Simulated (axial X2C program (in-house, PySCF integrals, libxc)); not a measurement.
# SiS: cheaper levels and CCSD(T), two-component

All values were computed with an in-house all-electron X2C program for linear molecules (integrals from PySCF). Two-component (2c) means X2C with spin–orbit coupling and atomic mean-field two-electron Coulomb and Gaunt terms. Basis: S dyall-av3z [9s8p3d2f], Si dyall-v3z [8s7p2d1f] (cores contracted in-house); Gaussian nuclei, density fitting, unrestricted open shells. Masses: S 31.972 u, Si 27.977 u.

State: Ω = 0 (closed shell); fragments S + Si.

```csv
level,Re (Å),ωe (cm⁻¹),De (eV)
PBE0,1.938,759.2,6.09
HF,1.917,811.2,3.79
MP2,1.949,742.8,6.21
CCSD,1.940,763.0,5.71
PBE50,1.920,794.4,5.84
```

Correlated methods: 10 electrons correlated (number of frozen shells: S 2 s, 1 p; Si 2 s, 1 p), 168 virtual spin orbitals or spinors in MP2, 90 natural virtuals in coupled cluster.

CCSD(T), same Hamiltonian and basis:

Re = 1.953 Å, ωe = 734.6 cm⁻¹, De = 5.98 eV; T1 = 0.022 (Lee–Taylor normalisation).

Question: Give the differences from CCSD(T) in the columns below.

Answer: 

```
level  ΔRe (Å)  Δωe (cm⁻¹)  ΔDe (eV)
 PBE0   -0.015          25      0.11
   HF   -0.036          77     -2.19
  MP2   -0.004           8      0.23
 CCSD   -0.013          28     -0.27
PBE50   -0.033          60     -0.14
```

The state is one determinant whose occupation by symmetry is held fixed; it was picked as the lowest of a PBE0 search that is not exhaustive. The closed shell is kept restricted, so the energy runs too high when the bond is stretched far. De is counted from the lowest determinant-based energies of the atoms at the same level, without counterpoise correction. Coupled cluster ran in a truncated set of natural virtual spinors; the MP2 energy of the rest was added. (T) has no such correction and the atoms are truncated less, which lowers De at CCSD(T) by a hundredth of an eV or more. A 2c atom that is not at its ground J level misses part of its spin–orbit lowering, and De is too large by that part (0.04 eV or less for light atoms). This holds for PBE0, MP2, CCSD, PBE50, CCSD(T). The functionals have no current-density term, which raises determinants with orbital currents, atoms included.
